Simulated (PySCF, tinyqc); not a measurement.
Inside a calculation. Method: RHF in the sto-3g basis, for HF, spin multiplicity 1. The lowest restricted solution is unstable here: a spin-polarised one lies 0.0003 hartree lower (PySCF). One step of it, computed by the program tinyqc.

Question. Iteration 1: building the Fock matrix. J_ij = sum D_kl (ij|kl), K_ij = sum D_kl (ik|jl); F = H + J - 0.5 K; E = tr D H + tr D J / 2 - 0.25 tr D K + E_nn.

D at the start, order 1F 1s, 1F 2s, 1F 2px, 1F 2py, 1F 2pz, 2H 1s:
```
[[2.123181, -0.522161, 0.000000, 0.000000, -0.016181, 0.046400],
 [-0.522161, 2.212509, 0.000000, 0.000000, 0.089437, -0.193299],
 [0.000000, 0.000000, 2.000000, 0.000000, 0.000000, 0.000000],
 [0.000000, 0.000000, 0.000000, 2.000000, 0.000000, 0.000000],
 [-0.016181, 0.089437, 0.000000, 0.000000, 2.083652, -0.219552],
 [0.046400, -0.193299, 0.000000, 0.000000, -0.219552, 0.038443]]
```

core Hamiltonian H = T + V (hartree), order 1F 1s, 1F 2s, 1F 2px, 1F 2py, 1F 2pz, 2H 1s:
```
[[-40.459467, -9.493064, 0.000000, 0.000000, -0.008535, -0.971182],
 [-9.493064, -10.937389, 0.000000, 0.000000, -0.106199, -2.328751],
 [0.000000, 0.000000, -8.616301, 0.000000, 0.000000, 0.000000],
 [0.000000, 0.000000, 0.000000, -8.616301, 0.000000, 0.000000],
 [-0.008535, -0.106199, 0.000000, 0.000000, -8.671918, -1.668375],
 [-0.971182, -2.328751, 0.000000, 0.000000, -1.668375, -4.326017]]
```

Two-electron integrals (ij|kl) in chemists' order, unique and non-zero (hartree):
```
(11|11) 5.403501   (21|11) 0.841920   (21|21) 0.156299   (22|11) 1.268028
(22|21) 0.292344   (22|22) 0.926167   (31|31) 0.027998   (32|31) 0.043169
(32|32) 0.204588   (33|11) 1.264502   (33|21) 0.292403   (33|22) 0.925959
(33|33) 0.997514   (41|41) 0.027998   (42|41) 0.043169   (42|42) 0.204588
(43|43) 0.053770   (44|11) 1.264502   (44|21) 0.292403   (44|22) 0.925959
(44|33) 0.889973   (44|44) 0.997514   (51|51) 0.027998   (52|51) 0.043169
(52|52) 0.204588   (53|53) 0.053770   (54|54) 0.053770   (55|11) 1.264502
(55|21) 0.292403   (55|22) 0.925959   (55|33) 0.889973   (55|44) 0.889973
(55|55) 0.997514   (61|11) 0.086389   (61|21) 0.015915   (61|22) 0.029624
(61|33) 0.029579   (61|44) 0.029579   (61|51) 0.000633   (61|52) 0.001197
(61|55) 0.029718   (61|61) 0.001636   (62|11) 0.238684   (62|21) 0.055853
(62|22) 0.199865   (62|33) 0.196852   (62|44) 0.196852   (62|51) 0.003783
(62|52) 0.030688   (62|55) 0.205690   (62|61) 0.005777   (62|62) 0.055004
(63|31) 0.005603   (63|32) 0.034132   (63|53) 0.006306   (63|63) 0.007832
(64|41) 0.005603   (64|42) 0.034132   (64|54) 0.006306   (64|64) 0.007832
(65|11) 0.170733   (65|21) 0.040439   (65|22) 0.154972   (65|33) 0.148550
(65|44) 0.148550   (65|51) 0.007981   (65|52) 0.056442   (65|55) 0.167636
(65|61) 0.004339   (65|62) 0.052463   (65|65) 0.057573   (66|11) 0.428661
(66|21) 0.101916   (66|22) 0.421716   (66|33) 0.408721   (66|44) 0.408721
(66|51) 0.007825   (66|52) 0.090959   (66|55) 0.447328   (66|61) 0.010582
(66|62) 0.155673   (66|65) 0.173361   (66|66) 0.774606
```

nuclear repulsion = 3.91017644 hartree

Give: Coulomb J; exchange K; Fock matrix F; total energy of this density.

Answer.

Coulomb J (hartree), order 1F 1s, 1F 2s, 1F 2px, 1F 2py, 1F 2pz, 2H 1s:
```
[[20.9489, 4.0161, 0.0000, 0.0000, 0.0022, 0.4092],
 [4.0161, 9.9430, 0.0000, 0.0000, 0.0022, 2.0742],
 [0.0000, 0.0000, 9.9346, 0.0000, 0.0000, 0.0000],
 [0.0000, 0.0000, 0.0000, 9.9346, 0.0000, 0.0000],
 [0.0022, 0.0022, 0.0000, 0.0000, 9.9333, 1.5780],
 [0.4092, 2.0742, 0.0000, 0.0000, 1.5780, 4.2142]]
```

exchange K (hartree), order 1F 1s, 1F 2s, 1F 2px, 1F 2py, 1F 2pz, 2H 1s:
```
[[11.1112, 1.9477, 0.0000, 0.0000, 0.0009, 0.2112],
 [1.9477, 3.2369, 0.0000, 0.0000, 0.0063, 0.5888],
 [0.0000, 0.0000, 2.6665, 0.0000, 0.0000, 0.0000],
 [0.0000, 0.0000, 0.0000, 2.6665, 0.0000, 0.0000],
 [0.0009, 0.0063, 0.0000, 0.0000, 2.6681, 0.3326],
 [0.2112, 0.5888, 0.0000, 0.0000, 0.3326, 0.1741]]
```

Fock matrix F (hartree), order 1F 1s, 1F 2s, 1F 2px, 1F 2py, 1F 2pz, 2H 1s:
```
[[-25.0661, -6.4508, 0.0000, 0.0000, -0.0068, -0.6676],
 [-6.4508, -2.6129, 0.0000, 0.0000, -0.1072, -0.5489],
 [0.0000, 0.0000, -0.0150, 0.0000, 0.0000, 0.0000],
 [0.0000, 0.0000, 0.0000, -0.0150, 0.0000, 0.0000],
 [-0.0068, -0.1072, 0.0000, 0.0000, -0.0727, -0.2567],
 [-0.6676, -0.5489, 0.0000, 0.0000, -0.2567, -0.1989]]
```

total energy of this density = -97.891697 hartree
